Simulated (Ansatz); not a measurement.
in.yaml

```yaml
crystal:
  periodic: [false, false, false]
  atoms:
    - {symbol: Al, position_ang: [0.000000, -0.797274, 0.000000]}
    - {symbol: F, position_ang: [0.000000, 0.566144, -0.923104]}
    - {symbol: F, position_ang: [0.000000, 0.566144, 0.923104]}
basis:
  gaussian: {orbitals: cc-pVDZ}
magnetization: {spin_polarized: true, initial_magnetization: 1}
correlation: {method: ccsdt_q, electrons: outside_noble_gas}
```

```sh
$ ansatz run in.yaml --threads 1 --pin off --events-out ev --progress --plain --max-ram 2393MiB
```

The program prints:

```
829 factors; integrals over basis functions are off by at most 9.2e-8 eV
mean field evaluation 1: about -11990.7886 eV, gradient 3.1e1 eV
mean field evaluation 2: about -11990.8718 eV, gradient 3.1e1 eV
mean field evaluation 4: about -11994.7980 eV, gradient 1.9e0 eV
mean field evaluation 8: about -11994.8834 eV, gradient 2.3e-1 eV
mean field evaluation 16: about -11994.8844 eV, gradient 4.0e-6 eV
mean field evaluation 32: about -11992.4021 eV, gradient 9.3e-7 eV
mean field evaluation 64: about -11992.4021 eV, gradient 8.5e-3 eV
mean field evaluation 96: about -11992.4017 eV, gradient 1.2e-1 eV
mean field evaluation 128: about -11990.5036 eV, gradient 8.2e-3 eV
mean field evaluation 160: about -11988.8191 eV, gradient 7.6e-3 eV
...
cycle  10  -11.68675895 eV  change    5.0e-5 eV  update   1.8e-4
cycle  11  -11.68671254 eV  change    4.6e-5 eV  update   9.6e-5
cycle  12  -11.68657822 eV  change    1.3e-4 eV  update   6.0e-5
cycle  13  -11.68659794 eV  change   -2.0e-5 eV  update   3.0e-5
cycle  14  -11.68663295 eV  change   -3.5e-5 eV  update   1.8e-5
cycle  15  -11.68662770 eV  change    5.2e-6 eV  update   1.2e-5
cycle  16  -11.68662470 eV  change    3.0e-6 eV  update   7.8e-6
cycle  17  -11.68662407 eV  change    6.3e-7 eV  update   3.8e-6
cycle  18  -11.68662125 eV  change    2.8e-6 eV  update   2.3e-6
cycle  19  -11.68661925 eV  change    2.0e-6 eV  update   1.4e-6
perturbative correction -0.02750987 eV, -0.0010109689 hartree
Total energy: -12006.59854528 eV, -441.2343581744 hartree
```

Ran on 1 thread of Arm Neoverse N1, shared host: 94 s wall, 0.55 GiB peak host memory.
